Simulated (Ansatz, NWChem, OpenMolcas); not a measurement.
Strength of the O–H bond: HOF → H + OF

Species: HOF (hypofluorous acid) `OF`, singlet; H atom, doublet; OF (Oxygen monofluoride), doublet. 

Shapes, held fixed at every level: PBE0-D4/def2-TZVP. Programs: Ansatz 0.2.0, NWChem 7.3.0, OpenMolcas 26.06. A level may come from different programs for different species; with the same settings they agree closely. The zero-point and thermal change to 298 K, harmonic and unscaled (PBE0-D4/def2-TZVP), is -25.5 kJ/mol.

| level | kind | ΔH(298 K) (kJ/mol) | less CCSD(T)/CBS estimate |
| --- | --- | --- | --- |
| SPW92/def2-TZVPP | LDA | +450.2 | +28.0 |
| BLYP/aug-cc-pVTZ | GGA | +394.0 | -28.2 |
| PBE/aug-cc-pVTZ | GGA | +394.3 | -27.9 |
| PBE-D4/def2-TZVPP | GGA | +392.5 | -29.7 |
| TPSS/aug-cc-pVTZ | meta-GGA | +392.4 | -29.8 |
| B3LYP-D4/def2-TZVPP | global hybrid | +399.4 | -22.8 |
| CCSD(T)/CBS estimate | coupled cluster or CI | +422.2 | 0.0 |

The highest level, CCSD(T)/CBS estimate, gives ΔH(298 K) = +422.2 kJ/mol; the levels span +392.4 to +450.2. The column of differences is taken from that level and isn't an error. No measured value is set beside it here. Open shells run unrestricted unless RO is named. The CBS estimate extrapolates MP2 from def2-TZVPP and def2-QZVPP and adds CCSD(T) − MP2 in the triple-zeta set, cores frozen.
